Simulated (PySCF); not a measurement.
**Deuteron quadrupole couplings in `C#CC(C)(C)C`**

Compound: C6H10.
Numbering: `[CH:1]#[C:2][C:3]([CH3:4])([CH3:5])[CH3:6]` (hydrogens: H7 on C1; H8, H9, H10 on C4; H11, H12, H13 on C5; H14, H15, H16 on C6)

Structure used (PBE0-D3(BJ)/def2-SVP), in Å, numbered top down from 1:
```
atom  x, y, z in Å
C1     0.4224    2.3841    1.0460
C2     0.2274    1.2890    0.5659
C3    -0.0073   -0.0395   -0.0172
C4    -1.3316   -0.5988    0.5223
C5    -0.0804    0.0882   -1.5457
C6     1.1496   -0.9706    0.3736
H7     0.5953    3.3548    1.4715
H8    -1.3027   -0.6927    1.6178
H9    -1.5216   -1.5956    0.0939
H10   -2.1734    0.0579    0.2577
H11   -0.2552   -0.9007   -1.9983
H12    0.8574    0.4941   -1.9525
H13   -0.9009    0.7563   -1.8461
H14    1.2244   -1.0683    1.4667
H15    2.1091   -0.5855   -0.0016
H16    0.9872   -1.9728   -0.0536
```

Level: PBE0/pcSseg-1 (PySCF, non-relativistic); Q(2H) = 0.00286 b; rigid geometry, the same for H and D, with no vibrational averaging.

Task: Tabulate Vzz, the asymmetry η and χzz = 234.96 MHz × Q × Vzz for every hydrogen position.

Result: 
| atom | bonded to | bond length (Å) | Vzz (au) | η | χzz (kHz) |
| --- | --- | --- | --- | --- | --- |
| H7 | C1 | 1.074 | 0.3454 | 0.00 | 232 |
| H8 | C4 | 1.100 | 0.2919 | 0.03 | 196 |
| H9 | C4 | 1.101 | 0.2905 | 0.03 | 195 |
| H10 | C4 | 1.100 | 0.2919 | 0.03 | 196 |
| H11 | C5 | 1.101 | 0.2905 | 0.03 | 195 |
| H12 | C5 | 1.100 | 0.2919 | 0.03 | 196 |
| H13 | C5 | 1.100 | 0.2919 | 0.03 | 196 |
| H14 | C6 | 1.100 | 0.2919 | 0.03 | 196 |
| H15 | C6 | 1.100 | 0.2919 | 0.03 | 196 |
| H16 | C6 | 1.101 | 0.2905 | 0.03 | 195 |

Task: Give the 2H NMR doublet splittings at H8 for a magnetic field along the z, y and x axes of the gradient: 3χ/2, 3χ(1 + η)/4, 3χ(1 − η)/4.

Result: With |χ| = 196.2 kHz and η = 0.027: 294, 151 and 143 kHz, to first order and without motion.

Geometry: PBE0-D3(BJ)/def2-SVP; no solvent, vibrations or thermal averaging. With so small a basis the couplings can be 20 % off.

The run behind these numbers computed NMR shieldings as well. Rough CPU time on one thread of a shared machine: about 11 s.
